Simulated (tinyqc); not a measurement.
Inside a calculation. Method: geometry optimisation on the RHF/sto-3g surface (energies and gradients from PySCF), for H2O, spin multiplicity 1. One step of it, computed by the program tinyqc.

Question. Step 1: move. Quasi-Newton step p = -H^(-1) g (first H = 0.15 times the unit matrix); steps longer than 0.1 bohr are cut back (factor 0.370 here).

positions at the start (bohr):
```
            x          y         z
1O   0.007559  -0.100155  0.035905
2H  -0.013228   1.405956  1.128166
3H  -0.003779  -1.543906  1.288793
```

gradient (hartree/bohr):
```
              x            y            z
1O  -0.00008484   0.02596332  -0.00129031
2H   0.00013861   0.00084621  -0.01044192
3H  -0.00005377  -0.02680953   0.01173223
```

Give: positions after step 1.

Answer.

positions after step 1 (bohr):
```
          x        y       z
1O   0.0078  -0.1642  0.0391
2H  -0.0136   1.4039  1.1539
3H  -0.0036  -1.4777  1.2598
```
